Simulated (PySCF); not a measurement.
H2NO (doublet state).
Atom-mapped SMILES: `[NH2:1][O:2]` (hydrogens: H3, H4 on N1)

Computed, not measured: UKS B3LYP, IGLO-III on N O, pcH-1 on H, non-relativistic, mean-field spin-orbit, GIAO (PySCF). Geometry: PBE0-D3(BJ)/def2-SVP; no solvent, vibrations or thermal averaging.

(1) Predict the first-order ENDOR lines of N1 and H3/H4 under fast tumbling at B = 332.4 mT (X band).

(2) Which pairs are centred on the nuclear Larmor frequency, and which on half the coupling?

(3) At what field would the lower line of N1 fall to zero frequency?

## Answers

(1) For S = 1/2 in fast tumbling each set of equivalent nuclei gives two lines, ν± = |νn ± a/2| to first order, with νn = g_N μN B/h and μN/h = 7.62259 MHz/T.

```tsv
nuclei	isotope	g_N	νn (MHz)	a_iso (MHz)	lower line (MHz)	upper line (MHz)
N1	14N	0.4038	1.02	20.24	9.10	11.15
H3/H4	1H	5.5857	14.15	-35.05	3.37	31.68
```

(2) No pair is centred on νn. Centred on |a|/2 and split by 2νn: N1 and H3/H4.

(3) Where νn = |a|/2, that is B = 10.12 MHz/(0.4038 × 7.62259 MHz/T) = 3290 mT, as far as first order holds there.

Largest spin populations (Mulliken): O2 (+0.60) and N1 (+0.45).
